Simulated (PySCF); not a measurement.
**Nuclear quadrupole coupling in CH3BO**

Compound: CH3BO.
Geometry (PBE0-D3(BJ)/def2-TZVP, Å), atoms numbered from 1 in this order:
```xyz
6
CH3BO angstrom
C     -0.4832   -0.0848    0.1448
B      0.9633    0.1478   -0.2914
O      2.1026    0.3303   -0.6349
H     -1.1745    0.3575   -0.5753
H     -0.6952   -1.1531    0.2154
H     -0.6657    0.3688    1.1209
```

Field gradients from the PBE0/pcSseg-2 density (PySCF, non-relativistic), principal values in atomic units, ordered |Vxx| ≤ |Vyy| ≤ |Vzz|:

```
atom     Vxx     Vyy      Vzz
  B2  0.2231  0.2231  -0.4461
  O3  0.2590  0.2594  -0.5184
```

Q: Find the asymmetry η = (Vxx − Vyy)/Vzz and the couplings χ = eQV/h (234.96 MHz × Q in barn × V in au), with Q(11B) = 0.04059 b, Q(17O) = −0.0256 b.

A: 
```json
{"atom": "B2", "environment": "boron bonded to C and O", "nucleus": "11B", "η": "0.00", "χzz (MHz)": "-4.255", "χxx (MHz)": "2.127", "χyy (MHz)": "2.127"}
{"atom": "O3", "environment": "oxygen bonded to B", "nucleus": "17O", "η": "0.00", "χzz (MHz)": "3.118", "χxx (MHz)": "-1.558", "χyy (MHz)": "-1.560"}
```

The gradient is axial or nearly so (η below 0.05) at B2 and O3. The tensor is traceless: Vxx + Vyy + Vzz = 0.

Q: What is Vzz at O3 in SI units (1 au = 9.71736 × 10²¹ V/m²)?

A: -0.5184 au = -5.037 × 10²¹ V/m².

Geometry: PBE0-D3(BJ)/def2-TZVP; no solvent, vibrations or thermal averaging.
